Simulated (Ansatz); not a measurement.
## PF₃, singlet in STO-3G: errors against full CI

Geometry: MP2(full)/6-31G*, from the G2/97 set.

```xyz
4

P     0.0000    0.0000    0.5107
F     0.0000    1.3839   -0.2776
F     1.1985   -0.6919   -0.2776
F    -1.1985   -0.6919   -0.2776
```

Basis STO-3G; Ansatz 0.2.0. Only valence electrons are correlated (noble-gas cores frozen), which leaves 26 electrons in 16 orbitals. R marks a restricted (for open shells ROHF) determinant. Active spaces: valence = (20e, 13o, short of the full valence) chosen from the atoms' valence shells.

Full CI is exact within this basis and frozen core; it isn't the basis-set limit.

- UHF ⟨S²⟩: 0.000
- T1 diagnostic (RCCSD): 0.0117
- largest doubles amplitude (RCCSD): 0.059

```
                            level  E − E(full CI) (meV)  share of correlation (%)    wall time
                              RHF                  2834                      0.00            –
                             RMP2                   709                     75.00            –
                             CISD                   232                     91.81       0.25 s
                            RCCSD                   170                     93.98            –
                         RCCSD(T)                    34                     98.80       0.24 s
                          BCCD(T)                    32                     98.88       0.34 s
                           RCCSDT                     6                     99.78            –
                           CISDTQ                     5                     99.82       0.43 s
                        RCCSDT(Q)                    -2                    100.06          1 s
                          RCCSDTQ                     0                    100.01         26 s
           CASSCF (valence space)                    44                     98.46            –
           NEVPT2 (valence space)                    10                     99.66  13 s (H100)
           MRCISD (valence space)                    -1                    100.04            –
         MRCISD+Q (valence space)                    -1                    100.04  42 s (H100)
MRCISD+Q(relaxed) (valence space)                    -2                    100.08  37 s (H100)
```

The correlation energy at full CI, counted from RHF, is -2.834 eV. That run took 0.74 s on 1 thread of AMD EPYC 7R13, shared host over 157,000 determinants.

Times hold each run's SCF and search for its determinant on a shared host, so for small cases they say little of a method's own cost; rows without a card ran on 1 thread of AMD EPYC 7R13.

The full-CI state has the irrep A' of Cs, in the program's axes (one component, if the state is degenerate).

Natural occupations of full CI about the gap: 1.994 1.992 1.964 1.964 1.962 0.052 0.052 0.046; effectively unpaired electrons, Σ n²(2−n)², 0.04.

Atomization energy (electronic, same basis, no zero-point term; atoms at the same level, unrestricted beside the R rows where the molecule is a closed shell, with restricted open-shell steps beyond CCSDT(Q)) at full CI: 789.1 kJ/mol. Errors of other levels:

```
    level  error (kJ/mol)
      RHF          -273.5
     RMP2           -68.4
     CISD           -22.4
    RCCSD           -16.5
 RCCSD(T)            -3.3
  BCCD(T)            -3.1
   RCCSDT            -0.6
   CISDTQ            -0.5
RCCSDT(Q)             0.2
  RCCSDTQ             0.0
```

This basis is far from its limit, so the value isn't to be set against a measured one. Truncated CI isn't size-consistent, which counts against it in atomization.
